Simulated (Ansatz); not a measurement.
Species, as SMILES: ClO (OH-Cl).
Atoms: O1, H2, Cl3. Bonds: O1-H2, O1-Cl3.

Basis-set convergence of the lowest harmonic wavenumber at CCSD(T) with Ansatz (a first-principles code). Each level at its own minimum, finite differences of forces, unscaled; the reference is a large set that could be run, not a limit. Cartesian d functions, on some or all atoms, in 6-31G*, 6-31+G*, 6-311+G**; all else is spherical. Cores are frozen. No added dispersion term, no relativity. Reference: the value in aug-pcseg-2, 734 cm⁻¹, itself unsure by roughly 4 cm⁻¹ (its mean distance from aug-cc-pV(T+d)Z, def2-TZVPPD). Deviations are taken from unrounded values. Cost is core time over that of 6-31G*, rough, on shared machines of one kind; a dash marks a row that isn't timed (too short, read off another run, short of memory, by another algorithm or on other hardware).

```csv
basis,functions,lowest harmonic wavenumber (cm⁻¹),minus reference (cm⁻¹),cost
STO-3G,15,775,42,-
6-31G,24,573,-161,-
pcseg-0,24,600,-134,-
6-31G*,36,699,-34,1×
def2-SVP,37,679,-54,0.9×
6-31+G*,44,694,-39,2×
def2-SVPD,58,672,-62,4×
6-311+G**,59,676,-57,4×
aug-pcseg-1,59,676,-58,5×
aug-cc-pV(D+d)Z,64,699,-34,6×
"6-311++G(2d,2p)",72,685,-49,9×
def2-TZVP,74,730,-4,9×
pcseg-2,78,739,6,10×
cc-pV(T+d)Z,83,731,-3,10×
def2-TZVPD,95,728,-6,20×
def2-TZVPPD,108,730,-4,30×
aug-pcseg-2,119,734,0,60×
aug-cc-pV(T+d)Z,124,729,-4,60×
```

The smallest set listed that lies within 20 cm⁻¹ of the reference with all its larger relatives (same family, alike in diffuse functions; a set with none counts only in the reference's own line) is def2-TZVP (74 functions, 9× in cost, -4 cm⁻¹ off). Inside, with no larger relative to test it: pcseg-2, cc-pV(T+d)Z, aug-cc-pV(T+d)Z. (Relatives not listed, tested too: def2-TZVPP -3 cm⁻¹.)
